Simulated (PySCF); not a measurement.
Species: nitric acid, HNO3.
Numbering: `[O:1]=[N+:2]([O-:3])[OH:4]` (hydrogens: H5 on O4)
Bond orders are those of one Lewis drawing.

Method: PBE0-D3(BJ)/def2-SVP geometry optimisation, gas phase (PySCF); density fitting, grid level 1; the optimiser is geomeTRIC in internal coordinates, started from a GFN2-xTB structure.

Step 0: E = -7629.7016 eV
```
atom  x, y, z in Å  |  force x, y, z in eV/Å
O1     -0.3563    1.1808   -0.3814   -0.042   1.060  -0.542
N2     -0.3912    0.1468    0.1973    1.150  -0.259  -0.681
O3     -1.1706   -0.2644    0.9740   -0.520  -0.526   0.659
O4      0.6551   -0.7260   -0.0823   -0.091  -0.803   0.496
H5      1.2710   -0.3371   -0.7269   -0.497   0.527   0.068
```

Step 1: E = -7629.7024 eV
```
atom  x, y, z in Å  |  force x, y, z in eV/Å
O1     -0.3029    1.1703   -0.3982    0.273   0.060   0.275
N2     -0.3333    0.1422    0.2251   -1.120  -0.426  -0.620
O3     -1.1976   -0.2906    0.9194    0.411   0.244   0.355
O4      0.7097   -0.7219    0.0042    0.192   0.329  -0.315
H5      1.1322   -0.3000   -0.7698    0.243  -0.208   0.305
```

Q: Estimate the geometry and energy of step 2. (The exact step hangs on the optimiser's Hessian estimate; all steps are aligned on step 1, rigid shifts and turns removed.)

A: E = -7629.7248 eV, largest force 1.204 eV/Å
```
atom  x, y, z in Å  |  force x, y, z in eV/Å
O1     -0.2994    1.1817   -0.3861   -0.518  -0.188  -0.194
N2     -0.3852    0.1215    0.1737    0.768   0.406   0.833
O3     -1.1787   -0.2812    0.9617   -0.117   0.088  -0.456
O4      0.6921   -0.7160   -0.0161   -0.142  -0.349  -0.331
H5      1.1792   -0.3060   -0.7524    0.009   0.042   0.148
```

The energy changes by -0.0224 eV. The first-order estimate −F·Δx gives -0.1517 eV and the mean of the old and new forces, exact on a quadratic surface, -0.0218 eV. The step makes an angle of 32° with the force vector and moves no atom by more than 0.076 Å.

What follows is the cost of the whole optimisation. The run took 5.9 s wall on one thread of an x86-64 server (shared host).
